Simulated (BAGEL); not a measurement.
# HF/aug-cc-pVDZ (density fitting with qzvpp-jkfit) run of CH2FNS (SMILES [H]/N=C(/F)S)

Aim: the vertical ionisation energy of CH2FNS at HF/aug-cc-pVDZ (density fitting with qzvpp-jkfit), from 2 runs. 

The results are computed with BAGEL 1.2.2.

2 further runs of the same task are left out: 2 set aside as unsound or not needed.

**1. Starting point**

CH2FNS: 6 atoms, total charge 0, spin state singlet. As SMILES, `[H]/N=C(/F)S`. The shape is that of a PBE0-D4/def2-TZVP optimisation. This is one conformer, not always the lowest.

Bond lengths: N1–C2 1.243 Å, C2–F3 1.332 Å, C2–S4 1.764 Å, N1–H5 1.013 Å, S4–H6 1.341 Å. Angles: N1–C2–F3 119.1°, N1–C2–S4 133.8°, F3–C2–S4 107.1°, C2–N1–H5 113.4°, C2–S4–H6 95.2°.

**2. A single-point energy at HF/aug-cc-pVDZ (density fitting with qzvpp-jkfit)**

hf.json reads:

```json
{ "bagel": [

{
  "title": "molecule",
  "basis": "aug-cc-pvdz.json",
  "df_basis": "qzvpp-jkfit",
  "angstrom": "true",
  "geometry": [
    { "atom": "N", "xyz": [       0.950900,      -0.133600,      -0.831100 ] },
    { "atom": "C", "xyz": [       0.296700,      -0.460400,       0.174500 ] },
    { "atom": "F", "xyz": [       0.690600,      -1.513300,       0.888300 ] },
    { "atom": "S", "xyz": [      -1.148300,       0.183500,       0.953900 ] },
    { "atom": "H", "xyz": [       0.576100,       0.677000,      -1.308300 ] },
    { "atom": "H", "xyz": [      -1.323900,       1.182700,       0.076600 ] }
  ]
},

{
  "title": "hf"
},

{
  "title": "print",
  "file": "orbitals.molden",
  "orbitals": "true"
}

]}
```

The basis set aug-cc-pVDZ is read from a file made from the Basis Set Exchange's data (not shown).

On the command line:

```bash
BAGEL_NUM_THREADS=1 BAGEL hf.json > hf.out
```

Standard output:

```text
* using 1 threads per process

  ===============================================================
  ===============================================================

  *** Geometry ***

  { "atom" : "N", "xyz" : [      1.796941,     -0.252467,     -1.570551 ] },
  { "atom" : "C", "xyz" : [      0.560682,     -0.870030,      0.329757 ] },
  { "atom" : "F", "xyz" : [      1.305045,     -2.859723,      1.678644 ] },
  { "atom" : "S", "xyz" : [     -2.169973,      0.346765,      1.802610 ] },
  { "atom" : "H", "xyz" : [      1.088671,      1.279345,     -2.472329 ] },
  { "atom" : "H", "xyz" : [     -2.501808,      2.234979,      0.144753 ] },

  Number of auxiliary basis functions:      393

  Since a DF basis is specified, we compute 2- and 3-index integrals:
    o Being stored without compression. Storage requirement is 0.041 GB

  Number of basis functions:      114
  Number of electrons      :       40

    * METHOD: MOLECULE                             0.18

  *** RHF ***

  === Nuclear Repulsion ===
   155.3911460252

      * DIIS with orbital gradients will be used.

  === RHF iteration (aug-cc-pvdz.json) ===
      0       -590.07358969          0.01983312           0.06
      1       -590.28446822          0.01709529           0.06
      2       -590.45351187          0.00237826           0.06
      3       -590.45829090          0.00100844           0.06
      4       -590.45912066          0.00027028           0.06
      5       -590.45924930          0.00012884           0.06
      6       -590.45927525          0.00005429           0.06
      7       -590.45928044          0.00002068           0.06
      8       -590.45928097          0.00000906           0.06
      9       -590.45928105          0.00000274           0.06
     10       -590.45928106          0.00000110           0.06
     11       -590.45928106          0.00000047           0.06
     12       -590.45928106          0.00000023           0.06
     13       -590.45928106          0.00000009           0.06
     14       -590.45928106          0.00000004           0.06
     15       -590.45928106          0.00000002           0.06
     16       -590.45928106          0.00000001           0.06
    * SCF iteration converged.

    * Permanent dipole moment:
           (    0.838166,    -0.952412,     0.158998) a.u.

    * METHOD: HF                                   1.12

    * METHOD: PRINT                                0.02

  ===============================================================
```

Wall time 1.5 s (1 thread of Intel Xeon Platinum 8488C (Sapphire Rapids), shared host); peak memory 0.12 GiB.

**3. The doublet cation**

calc.json reads:

```json
{ "bagel": [

{
  "title": "molecule",
  "basis": "aug-cc-pvdz.json",
  "df_basis": "qzvpp-jkfit",
  "angstrom": "true",
  "geometry": [
    { "atom": "N", "xyz": [       0.950900,      -0.133600,      -0.831100 ] },
    { "atom": "C", "xyz": [       0.296700,      -0.460400,       0.174500 ] },
    { "atom": "F", "xyz": [       0.690600,      -1.513300,       0.888300 ] },
    { "atom": "S", "xyz": [      -1.148300,       0.183500,       0.953900 ] },
    { "atom": "H", "xyz": [       0.576100,       0.677000,      -1.308300 ] },
    { "atom": "H", "xyz": [      -1.323900,       1.182700,       0.076600 ] }
  ]
},

{ "title": "uhf", "charge": 1, "nopen": 1 },

{ "title": "print", "file": "orbitals.molden", "orbitals": "true" }

]}
```

The basis set aug-cc-pVDZ is read from a file made from the Basis Set Exchange's data (not shown).

On the command line:

```bash
BAGEL_NUM_THREADS=1 BAGEL calc.json > calc.out
```

Standard output:

```text
* using 1 threads per process

  ===============================================================
  ===============================================================

  *** Geometry ***

  { "atom" : "N", "xyz" : [      1.796941,     -0.252467,     -1.570551 ] },
  { "atom" : "C", "xyz" : [      0.560682,     -0.870030,      0.329757 ] },
  { "atom" : "F", "xyz" : [      1.305045,     -2.859723,      1.678644 ] },
  { "atom" : "S", "xyz" : [     -2.169973,      0.346765,      1.802610 ] },
  { "atom" : "H", "xyz" : [      1.088671,      1.279345,     -2.472329 ] },
  { "atom" : "H", "xyz" : [     -2.501808,      2.234979,      0.144753 ] },

  Number of auxiliary basis functions:      393

  Since a DF basis is specified, we compute 2- and 3-index integrals:
    o Being stored without compression. Storage requirement is 0.041 GB

  Number of basis functions:      114
  Number of electrons      :       40

    * METHOD: MOLECULE                             0.19

  *** Open-shell HF ***

  === Nuclear Repulsion ===
   155.3911460252

      * DIIS with orbital gradients will be used.

  === UHF iteration (aug-cc-pvdz.json) ===
      0       -589.65775488          0.04450869           0.13
      1       -589.79495967          0.04522472           0.13
      2       -589.91328141          0.03232497           0.13
      3       -590.10052612          0.00356811           0.13
      4       -590.10631280          0.00145002           0.13
      5       -590.10854296          0.00054052           0.13
      6       -590.11009990          0.00033278           0.13
      7       -590.11093992          0.00029847           0.13
      8       -590.11157523          0.00027787           0.13
      9       -590.11257164          0.00023007           0.14
     10       -590.11320866          0.00016501           0.14
     11       -590.11329174          0.00006847           0.14
     12       -590.11335193          0.00005782           0.14
     13       -590.11335369          0.00003939           0.14
     14       -590.11335729          0.00001167           0.15
     15       -590.11335772          0.00000505           0.14
     16       -590.11335770          0.00000261           0.15
     17       -590.11335774          0.00000113           0.14
     18       -590.11335774          0.00000035           0.14
     19       -590.11335774          0.00000016           0.15
     20       -590.11335774          0.00000008           0.14
     21       -590.11335774          0.00000004           0.15
     22       -590.11335774          0.00000002           0.13
     23       -590.11335774          0.00000001           0.13
    * SCF iteration converged.

    * S^2 (UHF) is 0.9516

    * Permanent dipole moment:
           (    1.572426,    -1.745194,     0.254444) a.u.

    * METHOD: UHF                                  3.49

    * METHOD: PRINT                                0.02

  ===============================================================
```

Run time: 4.2 s. Hardware: 1 thread of Intel Xeon Platinum 8488C (Sapphire Rapids), shared host; peak memory 0.12 GiB.

**4. Outcome**

At HF/aug-cc-pVDZ (density fitting with qzvpp-jkfit):

```
                                          quantity          value
                      singlet CH2FNS: total energy  -590.45928 Eh
                     singlet CH2FNS: dipole moment         3.25 D
                       singlet CH2FNS: HOMO energy      -10.84 eV
                       singlet CH2FNS: LUMO energy        0.77 eV
                     singlet CH2FNS: HOMO–LUMO gap       11.61 eV
                      doublet cation: total energy  -590.11336 Eh
                              doublet cation: ⟨S²⟩          0.952
vertical ionisation energy (to the doublet cation)       9.413 eV
```

What this shows: The vertical ionisation energy comes to 9.41 eV (908 kJ/mol). The negative HOMO energy of the first species, 10.84 eV, lies 1.43 eV above that difference. ⟨S²⟩ (doublet cation) is 0.95 where a pure doublet has 0.75: the reference is spin-contaminated.
